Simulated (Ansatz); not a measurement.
# C3H8S2: up Jacob's ladder to CCSD(T)

An exercise on one series of results from a longer session: the logs are not shown, and one member is left open.

The runs use Ansatz 0.2.0, Gaussian basis; functionals in def2-TZVPP, the program's frozen cores in correlated methods.

Levels to be run: LDA (SPW92), PBE-D4, revPBE-D4, BLYP-D4, r2SCAN-D4, B97M-V, PBE0-D4, B3LYP-D4, r2SCANh-D4, r2SCAN0-D4, HSE06-D4, BHLYP-D4, CAM-B3LYP-D4, LC-ωPBE, ωB97X-V, ωB97M-V, B2PLYP, PBE-QIDH; CCSD(T)/def2-SVP; CCSD(T)/def2-TZVPP; MP2/def2-QZVPP; extrapolation to the limit; RPA on PBE.

**Structure used throughout**

An earlier PBE0-D4 in a triple-zeta def2 set relaxation fixed the geometry.

SMILES `SCCCS`, 13 atoms, charge 0, spin multiplicity 1.

Atoms are counted from 1 here; the program's logs count them from 0.

Bond lengths: S1–C2 1.815 Å, S1–H6 1.343 Å, C2–C3 1.520 Å, C2–H7 1.094 Å, C2–H8 1.091 Å, C3–C4 1.516 Å, C3–H9 1.095 Å, C3–H10 1.095 Å, C4–S5 1.810 Å, C4–H11 1.090 Å, C4–H12 1.094 Å, S5–H13 1.343 Å. Angles: C2–S1–H6 96.6°, S1–C2–C3 115.0°, S1–C2–H7 104.3°, S1–C2–H8 108.8°, C3–C2–H7 110.6°, C3–C2–H8 110.8°, H7–C2–H8 106.8°, C2–C3–C4 113.3°, C2–C3–H9 109.4°, C2–C3–H10 108.8°, C4–C3–H9 109.6°, C4–C3–H10 109.2°, H9–C3–H10 106.3°, C3–C4–S5 113.9°, C3–C4–H11 111.0°, C3–C4–H12 110.3°, S5–C4–H11 109.7°, S5–C4–H12 104.4° and more.

Coordinates:

```
S    -2.24026   -0.35774    0.79302
C    -0.50482   -0.78890    1.10151
C     0.51052    0.06245    0.35620
C     0.43070   -0.09069   -1.15021
S     1.65057    0.89454   -2.05400
H    -2.20204    0.85635    1.36561
H    -0.42760   -1.83620    0.79563
H    -0.32063   -0.75902    2.17639
H     0.37155    1.11457    0.62627
H     1.51611   -0.21128    0.69255
H    -0.57059    0.14095   -1.51479
H     0.64614   -1.12349   -1.43906
H     1.14034    2.09849   -1.74913
```

The first run:

Contents of in.yaml:

```yaml
crystal:
  periodic: [false, false, false]
  atoms:
    - {symbol: S, position_ang: [-2.240265, -0.357738, 0.793024]}
    - {symbol: C, position_ang: [-0.504818, -0.788905, 1.101507]}
    - {symbol: C, position_ang: [0.510517, 0.062455, 0.356201]}
    - {symbol: C, position_ang: [0.430698, -0.090689, -1.150212]}
    - {symbol: S, position_ang: [1.650575, 0.894537, -2.053999]}
    - {symbol: H, position_ang: [-2.202044, 0.856345, 1.365610]}
    - {symbol: H, position_ang: [-0.427599, -1.836203, 0.795625]}
    - {symbol: H, position_ang: [-0.320630, -0.759024, 2.176394]}
    - {symbol: H, position_ang: [0.371546, 1.114566, 0.626267]}
    - {symbol: H, position_ang: [1.516107, -0.211283, 0.692548]}
    - {symbol: H, position_ang: [-0.570585, 0.140955, -1.514786]}
    - {symbol: H, position_ang: [0.646141, -1.123495, -1.439064]}
    - {symbol: H, position_ang: [1.140338, 2.098491, -1.749126]}
basis:
  gaussian: {orbitals: def2-TZVPP}
hamiltonian: {xc: lda}
output: {orbitals: {seedname: orbitals}}
```

Launch:

```bash
$ ansatz run in.yaml --threads 4 --pin off --events-out ev --progress --plain --max-ram 10444MiB
```

Steps of the session up to this table: LDA; PBE-D4 (GGA); revPBE-D4 (GGA); BLYP-D4 (GGA); r2SCAN-D4 (meta-GGA); B97M-V (meta-GGA); B3LYP-D4 (hybrid); r2SCANh-D4 (hybrid); r2SCAN0-D4 (hybrid); HSE06-D4 (hybrid); BHLYP-D4 (hybrid); CAM-B3LYP-D4 (range-separated); LC-ωPBE (range-separated); ωB97X-V (range-separated); ωB97M-V (range-separated); B2PLYP (double hybrid); PBE-QIDH (double hybrid).

One of the session's tables, all rows but one given; the rest of the session is left out.

It belongs to the step «Frontier levels by functional». 

```
  functional  HOMO (eV)  gap (eV)
 LDA (SPW92)      -5.54      4.69
      PBE-D4      -5.42      4.77
   revPBE-D4      -5.37      4.81
     BLYP-D4      -5.27      4.69
   r2SCAN-D4      -5.68      5.41
      B97M-V      -5.78      5.32
     PBE0-D4      -6.66      6.92
    B3LYP-D4      -6.42      6.40
  r2SCANh-D4          ?         ?
  r2SCAN0-D4      -6.82      7.35
    HSE06-D4      -6.26      6.14
    BHLYP-D4      -7.76      8.84
CAM-B3LYP-D4      -8.00      9.21
     LC-ωPBE      -9.42     11.89
     ωB97X-V      -9.04     11.32
     ωB97M-V      -8.88     10.85
```

Estimate the missing values for r2SCANh-D4.

Worked estimate for «HOMO (eV)». Against the share of exact exchange, r2SCAN-D4 (0, -5.68), r2SCAN0-D4 (0.25, -6.82) give a slope of -4.56 per unit share; at 0.1 the line stands at -6.14.

The run gave: HOMO (eV): -6.13; gap (eV): 6.19. In «HOMO (eV)» the line misses by -0.01.
